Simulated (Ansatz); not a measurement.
Cartesian coordinates (Å):
```xyz
6

C     -0.6301     0.3522     0.0306
C      0.6154    -0.3212    -0.0388
O      0.7760    -1.4658     0.3688
H     -1.4810    -0.1585     0.4603
H     -0.7411     1.3628    -0.3376
H      1.4608     0.2304    -0.4832
```
Charge 0, spin multiplicity 2.

These are frozen-core CCSD(T)/def2-TZVPP // CAM-B3LYP-D3(BJ)/def2-TZVP in Ansatz (a first-principles code) values and carry that method's errors.

The HF energy is -152.36408 Ha. The MP2 correlation energy is -0.50811 Ha.

### Question
Estimate the CCSD correlation energy, the (T) correction, the total energy and the T1 diagnostic.

### Answer

```
Quantity                        Result
-----------------------  -------------
CCSD correlation energy    -0.54273 Ha
(T) correction             -0.02188 Ha
CCSD(T) total energy     -152.92869 Ha
T1 diagnostic                    0.031
```
